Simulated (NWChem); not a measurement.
System: ethylene (C2H4); SMILES C=C

Input file for NWChem:

```
start job
memory heap 200 mb stack 900 mb global 1100 mb
geometry units angstroms noautosym nocenter noautoz
  C      0.000000     0.665229     0.000000
  C      0.000000    -0.665229     0.000000
  H      0.931002     1.240614     0.000000
  H     -0.931002     1.240614     0.000000
  H     -0.931002    -1.240614     0.000000
  H      0.931002    -1.240614     0.000000
end
basis spherical
  * library 6-31+g*
end
dft
  xc xpbe96 cpbe96
  iterations 150
end
property
  response 1 0.0
end
task dft property
```

NWChem printed, in part:

```
             Northwest Computational Chemistry Package (NWChem) 7.3.0
             --------------------------------------------------------

                             Geometry "geometry" -> ""
                             -------------------------

 Output coordinates in angstroms (scale by  1.889725989 to convert to a.u.)

  No.       Tag          Charge          X              Y              Z
 ---- ---------------- ---------- -------------- -------------- --------------
    1 C                    6.0000     0.00000000     0.66522900     0.00000000
    2 C                    6.0000     0.00000000    -0.66522900     0.00000000
    3 H                    1.0000     0.93100200     1.24061400     0.00000000
    4 H                    1.0000    -0.93100200     1.24061400     0.00000000
    5 H                    1.0000    -0.93100200    -1.24061400     0.00000000
    6 H                    1.0000     0.93100200    -1.24061400     0.00000000

 Effective nuclear repulsion energy (a.u.)      33.2465659495

  pbe96 is a nonlocal functional; adding pw91lda local functional.
                              NWChem Property Module
                              ----------------------

                                 NWChem DFT Module
                                 -----------------

 Summary of "ao basis" -> "ao basis" (spherical)
 ------------------------------------------------------------------------------
       Tag                 Description            Shells   Functions and Types
 ---------------- ------------------------------  ------  ---------------------
 C                          6-31+g*                  8       18   4s3p1d
 H                          6-31+g*                  2        2   2s

            General Information
            -------------------
          SCF calculation type: DFT
          Wavefunction type:  closed shell.
          No. of atoms     :     6
          No. of electrons :    16
           Alpha electrons :     8
            Beta electrons :     8
          Charge           :     0
          Spin multiplicity:     1
          Use of symmetry is: off; symmetry adaption is: off
          Maximum number of iterations: 150
          AO basis - number of functions:    44
                     number of shells:    24
          Convergence on energy requested:  1.00D-06
          Convergence on density requested:  1.00D-05
          Convergence on gradient requested:  5.00D-04

              XC Information
              --------------
          PerdewBurkeErnzerhof Exchange Functional  1.000
            Perdew 1991 LDA Correlation Functional  1.000 local
           PerdewBurkeErnz. Correlation Functional  1.000 non-local

             Grid Information
             ----------------
          Grid used for XC integration:  medium
          Radial quadrature: Mura-Knowles
          Angular quadrature: Lebedev.
          Tag              B.-S. Rad. Rad. Pts. Rad. Cut. Ang. Pts.
          ---              ---------- --------- --------- ---------
          C                   0.70       49          10.0       434
          H                   0.35       45           9.0       434
          Grid pruning is: on
          Number of quadrature shells:   278
          Spatial weights used:  Erf1

      Superposition of Atomic Density Guess
      -------------------------------------

 Sum of atomic energies:         -77.31991343

      Non-variational initial energy
      ------------------------------

 Total energy =     -78.419901
 1-e energy   =    -167.808429
 2-e energy   =      56.141962
 HOMO         =      -0.340244
 LUMO         =      -0.000790

   convergence    iter        energy       DeltaE   RMS-Dens  Diis-err
 ---------------- ----- ----------------- --------- --------- ---------
 d= 0,ls=0.0,diis     1    -78.4520263079 -1.12D+02  8.84D-03  1.75D-01
 d= 0,ls=0.0,diis     2    -78.4686979514 -1.67D-02  3.13D-03  8.86D-03
 d= 0,ls=0.0,diis     3    -78.4692979441 -6.00D-04  1.15D-03  4.41D-03
 d= 0,ls=0.0,diis     4    -78.4698548888 -5.57D-04  2.79D-04  2.76D-04
 d= 0,ls=0.0,diis     5    -78.4698967929 -4.19D-05  1.66D-05  6.05D-07
 d= 0,ls=0.0,diis     6    -78.4698968742 -8.14D-08  7.49D-07  7.68D-10

         Total DFT energy =      -78.469896874222
      One electron energy =     -170.014540898948
           Coulomb energy =       70.454511124767
    Exchange-Corr. energy =      -12.156433049495
 Nuclear repulsion energy =       33.246565949454

 Numeric. integr. density =       16.000001651181

                       DFT Final Molecular Orbital Analysis
                       ------------------------------------

 Vector    6  Occ=2.000000D+00  E=-3.732708D-01
              MO Center=  1.3D-10,  1.5D-08,  1.8D-11, r^2= 1.7D+00
   Bfn.  Coefficient  Atom+Function         Bfn.  Coefficient  Atom+Function
  ----- ------------  ---------------      ----- ------------  ---------------
     4      0.413911  1 C  py                22     -0.413911  2 C  py
     8      0.142147  1 C  py                26     -0.142147  2 C  py
    37      0.126398  3 H  s                 39      0.126398  4 H  s
    41      0.126398  5 H  s                 43      0.126398  6 H  s
    38      0.093678  3 H  s                 40      0.093678  4 H  s

 Vector    7  Occ=2.000000D+00  E=-3.130883D-01
              MO Center=  1.4D-10,  3.4D-08,  4.9D-14, r^2= 2.4D+00
   Bfn.  Coefficient  Atom+Function         Bfn.  Coefficient  Atom+Function
  ----- ------------  ---------------      ----- ------------  ---------------
     3      0.307414  1 C  px                21     -0.307414  2 C  px
    37      0.198778  3 H  s                 39     -0.198778  4 H  s
    41      0.198778  5 H  s                 43     -0.198778  6 H  s
    38      0.173111  3 H  s                 40     -0.173111  4 H  s
    42      0.173111  5 H  s                 44     -0.173111  6 H  s

 Vector    8  Occ=2.000000D+00  E=-2.451541D-01
              MO Center=  3.7D-13, -9.7D-09, -5.1D-11, r^2= 1.5D+00
   Bfn.  Coefficient  Atom+Function         Bfn.  Coefficient  Atom+Function
  ----- ------------  ---------------      ----- ------------  ---------------
     5      0.407712  1 C  pz                23      0.407712  2 C  pz
     9      0.249235  1 C  pz                27      0.249235  2 C  pz
    13      0.052322  1 C  pz                31      0.052322  2 C  pz

 Vector    9  Occ=0.000000D+00  E=-3.449897D-02
              MO Center= -6.4D-12,  1.1D-08, -5.6D-11, r^2= 3.0D+00
   Bfn.  Coefficient  Atom+Function         Bfn.  Coefficient  Atom+Function
  ----- ------------  ---------------      ----- ------------  ---------------
    13      0.596879  1 C  pz                31     -0.596879  2 C  pz
     9      0.471021  1 C  pz                27     -0.471021  2 C  pz
     5      0.407290  1 C  pz                23     -0.407290  2 C  pz
    15      0.026044  1 C  d -1              33      0.026044  2 C  d -1

 Vector   10  Occ=0.000000D+00  E= 1.428498D-02
              MO Center= -3.1D-09,  1.9D-07,  4.9D-11, r^2= 8.8D+00
   Bfn.  Coefficient  Atom+Function         Bfn.  Coefficient  Atom+Function
  ----- ------------  ---------------      ----- ------------  ---------------
    10      0.795420  1 C  s                 28      0.795423  2 C  s
     6     -0.556262  1 C  s                 24     -0.556262  2 C  s
    12      0.378419  1 C  py                30     -0.378418  2 C  py
     8     -0.172323  1 C  py                26      0.172323  2 C  py
     4     -0.130482  1 C  py                22      0.130482  2 C  py

 Vector   11  Occ=0.000000D+00  E= 2.391650D-02
              MO Center= -1.1D-09, -3.1D-08,  1.6D-10, r^2= 1.2D+01
   Bfn.  Coefficient  Atom+Function         Bfn.  Coefficient  Atom+Function
  ----- ------------  ---------------      ----- ------------  ---------------
    10      8.996278  1 C  s                 28     -8.996278  2 C  s
    12     -3.071836  1 C  py                30     -3.071836  2 C  py
     6      0.462121  1 C  s                 24     -0.462121  2 C  s
     2      0.117241  1 C  s                 20     -0.117241  2 C  s
    38     -0.108935  3 H  s                 40     -0.108935  4 H  s

     Multipole analysis of the density
     ---------------------------------

     L   x y z        total         alpha         beta         nuclear
     -   - - -        -----         -----         ----         -------
     0   0 0 0     -0.000000     -8.000000     -8.000000     16.000000

     1   1 0 0      0.000000      0.000000      0.000000      0.000000
     1   0 1 0      0.000000      0.000000      0.000000      0.000000
     1   0 0 1     -0.000000     -0.000000     -0.000000      0.000000

     2   2 0 0     -9.202238    -10.791664    -10.791664     12.381090
     2   1 1 0      0.000000      0.000000      0.000000      0.000000
     2   1 0 1     -0.000000     -0.000000     -0.000000      0.000000
     2   0 2 0     -9.219856    -25.084354    -25.084354     40.948851
     2   0 1 1      0.000000      0.000000      0.000000      0.000000
     2   0 0 2    -11.916091     -5.958045     -5.958045      0.000000

 *** CALLING NEW AORESP DRIVER FOR CLOSED AND OPEN SHELLS ***
 Entering AOResponse driver routine

--------------------------------------------------------------------------------

[...]

 DFT Linear Response polarizability / au
 Frequency  =       0.0000000 / au
              X              Y              Z
 -----------------------------------------------
 X      21.4890702      0.0000000      0.0000000
 Y       0.0000000     34.7213012      0.0000000
 Z       0.0000000      0.0000000     17.7891598
 -----------------------------------------------
 Eigenvalues =      21.4890702     34.7213012     17.7891598
 Isotropic   =      24.6665104
 Anisotropic =      15.4187984
 -----------------------------------------------

 Magnetic Dipole Response Matrix (nonzero elements):

 Exiting AOResponse driver routine
```

Level: PBE/6-31+G* (spherical d). Geometry: optimised at PBE0/def2-SVP.
